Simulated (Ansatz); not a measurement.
C₂H₄Si, SMILES C#C[SiH3], a composite energy at a relaxed geometry

Computed with Ansatz 0.2.0, Python API.

Interactive session:
```pycon
>>> import itertools
>>> import warnings
>>> import ansatz
>>> from ase.data import atomic_numbers, covalent_radii
>>> import numpy as np
>>> GEOMETRY = """
... C    -0.58360   -1.93980    0.18440
... C    -0.26020   -0.76170    0.06590
... Si    0.29540    1.01110   -0.11200
... H    -0.89130   -2.89230    0.26300
... H    -0.07700    1.56440   -1.42890
... H    -0.25710    1.86870    0.97410
... H     1.83510    1.08170    0.00790
... """
>>> warnings.simplefilter("ignore", ansatz.DeckWarning)
>>> mol = ansatz.Crystal.molecule()
>>> for line in GEOMETRY.strip().splitlines():
...     symbol, *xyz = line.split()
...     mol = mol.atom(symbol, [float(v) for v in xyz])
...
>>> setup = mol.calculation().basis(gaussian="def2-SVP").functional("pbe0")
>>> symbols = [site.symbol for site in mol.cartesian_sites]
>>> start = np.array([site.position_ang for site in mol.cartesian_sites], dtype=float)
>>> rep = setup.relax(force_tolerance=0.01).run(threads=1, backend="cpu").report
>>> end = np.array(rep["positions_ang"])
>>> # pairs closer than 1.2 times the sum of covalent radii, before or after
>>> radius = [covalent_radii[atomic_numbers[s]] for s in symbols]
>>> span = lambda where, i, j: np.linalg.norm(where[i] - where[j])
>>> bonded = [(i, j) for i, j in itertools.combinations(range(len(symbols)), 2) if min(span(start, i, j), span(end, i, j)) < 1.2 * (radius[i] + radius[j])]
>>> print("pair        before    after (A)")
pair        before    after (A)
>>> for i, j in bonded:
...     print(f"{symbols[i]}{i}-{symbols[j]}{j}".ljust(10), f"{span(start, i, j):8.4f} {span(end, i, j):8.4f}")
...
C0-C1        1.2274   1.2167
C0-H3        1.0040   1.0759
C1-Si2       1.8663   1.8344
Si2-H4       1.4762   1.4916
Si2-H5       1.4901   1.4916
Si2-H6       1.5460   1.4916
>>> for first, second in list(itertools.combinations(bonded, 2)):
...     shared = set(first) & set(second)
...     if shared and symbols[(j := shared.pop())] != "H":
...         i, k = sorted((set(first) | set(second)) - {j})
...         u, v = end[i] - end[j], end[k] - end[j]
...         angle = np.degrees(np.arccos(np.clip(u @ v / np.linalg.norm(u) / np.linalg.norm(v), -1, 1)))
...         print(f"final angle {symbols[i]}{i}-{symbols[j]}{j}-{symbols[k]}{k}: {angle:.2f} deg")
...
final angle C1-C0-H3: 180.00 deg
final angle C0-C1-Si2: 179.97 deg
final angle C1-Si2-H4: 109.51 deg
final angle C1-Si2-H5: 109.51 deg
final angle C1-Si2-H6: 109.53 deg
final angle H4-Si2-H5: 109.44 deg
final angle H4-Si2-H6: 109.42 deg
final angle H5-Si2-H6: 109.43 deg
>>> minimum = ansatz.Crystal.molecule()
>>> for symbol, place in zip(symbols, end):
...     minimum = minimum.atom(symbol, place.tolist())
...
>>> at_minimum = minimum.calculation()
>>> # MP2 extrapolated to the basis limit, plus the small-basis difference CCSD(T) - MP2
>>> level = lambda method, basis: at_minimum.basis(gaussian=basis).correlation(method).run(threads=1, backend="cpu").report
>>> small, large, cluster = level("mp2", "cc-pVDZ"), level("mp2", "cc-pVTZ"), level("ccsd_t", "cc-pVDZ")
>>> corr = lambda each: (each["free_energy_ev"] - each["reference_energy_ev"]) / 27.211386246
>>> mp2_limit = (27 * corr(large) - 8 * corr(small)) / 19
>>> pieces = {"HF / cc-pVTZ": large["reference_energy_ev"] / 27.211386246, "MP2 correlation, DZ-TZ limit": mp2_limit, "CCSD(T) - MP2 / cc-pVDZ": corr(cluster) - corr(small)}
>>> for name, value in pieces.items():
...     print(f"{name:32s} {value:14.6f} Ha")
...
HF / cc-pVTZ                        -366.974895 Ha
MP2 correlation, DZ-TZ limit          -0.462776 Ha
CCSD(T) - MP2 / cc-pVDZ               -0.050191 Ha
>>> print(f"{'sum':32s} {sum(pieces.values()):14.6f} Ha")
sum                                 -367.487862 Ha
>>> print("T1 diagnostic", round(cluster["correlation"]["coupled_cluster"]["t1_diagnostic"], 4))
T1 diagnostic 0.0125
```

Total energies depend on the basis set; only differences at equal settings carry meaning. The sum leaves out core correlation, relativity, the Hartree-Fock basis error and zero-point energy; a DZ-TZ extrapolation is rough. Inner cores stay frozen, so this is valence correlation. For Al to Cl the sets with a tight d function, cc-pV(X+d)Z, are usual. An extrapolation from small basis sets is rough. Hardware and time: 13 s on 1 thread of Arm Neoverse V1, with other jobs on the host, peak memory 0.29 GiB.
